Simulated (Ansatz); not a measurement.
System: tetradymite Bi2Se3. Method: PBE-D3(BJ)+SOC (PAW; Ansatz, a program for electronic structure).

Settings: plane-wave cutoff 520 eV, 10×10×10 k mesh, PAW data made under PBE.

Cell (relaxed at this level):

```yaml
crystal:
  lattice:
    - [2.07794, 1.19970, 9.37812]
    - [-2.07794, 1.19970, 9.37812]
    - [0.00000, -2.39940, 9.37812]
  atoms:
    - { symbol: Bi, position: [0.59836, 0.59836, 0.59836] }
    - { symbol: Bi, position: [0.40164, 0.40164, 0.40164] }
    - { symbol: Se, position: [0.00000, 0.00000, 0.00000] }
    - { symbol: Se, position: [0.79141, 0.79141, 0.79141] }
    - { symbol: Se, position: [0.20859, 0.20859, 0.20859] }
```

Task: What does this level give for the elastic constant C44, Poisson ratio, elastic constant C33, elastic constant C11, elastic constant C12, elastic constant C13 and elastic constant C66?

Result: 
* **elastic constant C44**: 29.0 GPa
* **Poisson ratio**: 0.260
* **elastic constant C33**: 51.7 GPa
* **elastic constant C11**: 83.4 GPa
* **elastic constant C12**: 25.0 GPa
* **elastic constant C13**: 27.8 GPa
* **elastic constant C66**: 29.2 GPa

Elastic constants are with the ions relaxed.

Computed values are for the static lattice.

The result took about 7 core-hours (a rough figure).
